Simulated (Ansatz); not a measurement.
Cartesian coordinates in Å:
```
C 0.420 0.577 -1.601
C 0.470 0.500 -0.086
C -0.577 -0.418 0.499
N -0.518 -0.458 1.906
F -0.392 -1.701 -0.070
H 1.190 1.251 -1.982
H 0.576 -0.406 -2.047
H -0.548 0.952 -1.944
H 0.323 1.489 0.357
H 1.453 0.145 0.244
H -1.584 -0.120 0.190
H -1.213 -1.078 2.298
H 0.398 -0.732 2.236
```

The species carries charge 0 and has multiplicity 1.

**Question.** List the r2SCAN/def2-TZVPP orbital energies in eV (Ansatz). (Estimate.)

**Answer.** The calculation gave: Occupied: -665.31, -385.19, -275.59, -273.08, -272.75, -30.79, -23.67, -20.27, -17.26, -15.42, -13.23, -12.72, -12.15, -11.28, -10.59, -9.58, -9.24, -8.70, -8.57, -7.84, -6.57. Lowest empty: 1.28, 1.65, 1.98, 2.65, 2.98, 3.41, 3.53, 3.78.
